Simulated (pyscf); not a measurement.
Optimised with ωB97X-D3(BJ)/def2-SVP in PySCF. MP2 and CC: frozen core, UHF for open shells. ΔMP2 is the change of the MP2 total energy from the triple- to the quadruple-zeta basis.

Q: What is the homolytic dissociation enthalpy (298 K, CCSD(T)/def2-TZVPP + ΔMP2(QZVPP)) of the O–Si bond of `[OH][SiH2][O][PH2]`, to OH• + •H₂Si–O–PH₂?

A: O–Si to OH• + •H₂Si–O–PH₂: 131.7 kcal/mol. •H₂Si–O–PH₂ lies 16.3 kcal/mol over its isomer H₃Si–O–PH•, and others may lie lower still (electronic energy, ωB97M-D3(BJ)). The CCSD(T) − MP2 part came from Ansatz, without density fitting, on the same reference. Left out: the spin-orbit lowering of OH.
